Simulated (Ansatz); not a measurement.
Start from `S[Si]Cl` and change one element to get `O[Si]Cl`.

Ansatz, PBE0-D4/def2-TZVP geometries, multiplicity 1. Each molecule was computed in one conformer, which needn't be the lowest.

| property | `S[Si]Cl` |
| --- | --- |
| HOMO energy (ωB97M-V/def2-TZVPP) / eV | -9.25 |
| HOMO energy (PBE0/def2-TZVPP) / eV | -7.24 |
| HOMO–LUMO gap (ωB97M-V/def2-TZVPP) / eV | 8.76 |
| HOMO energy (B3LYP/def2-TZVPP) / eV | -7.04 |
| vertical ionisation energy (CCSD(T)/CBS(def2)) / eV | 9.56 |
| size of the dipole moment (PBE/def2-TZVPP) / D | 1.58 |

(1) Give the same properties after the change, and the shifts. (An estimate is asked.)

## Answers

(1) Ansatz gave: 
```json
{"property": "HOMO energy (ωB97M-V/def2-TZVPP) / eV", "`O[Si]Cl`": "-9.72", "shift": "-0.47"}
{"property": "HOMO energy (PBE0/def2-TZVPP) / eV", "`O[Si]Cl`": "-7.63", "shift": "-0.39"}
{"property": "HOMO–LUMO gap (ωB97M-V/def2-TZVPP) / eV", "`O[Si]Cl`": "9.75", "shift": "0.99"}
{"property": "HOMO energy (B3LYP/def2-TZVPP) / eV", "`O[Si]Cl`": "-7.44", "shift": "-0.40"}
{"property": "vertical ionisation energy (CCSD(T)/CBS(def2)) / eV", "`O[Si]Cl`": "10.18", "shift": "0.62"}
{"property": "size of the dipole moment (PBE/def2-TZVPP) / D", "`O[Si]Cl`": "1.00", "shift": "-0.58"}
```

With PBE0 the HOMO falls by 0.39 eV and the LUMO rises by 0.47 eV, so the gap widens by about 0.86 eV. PBE moves the HOMO by -0.35 eV and ωB97M-V by -0.47 eV. Dipoles are sizes alone; their direction can turn.

B3LYP here is the variant with VWN-RPA as its local correlation; programs differ in this.
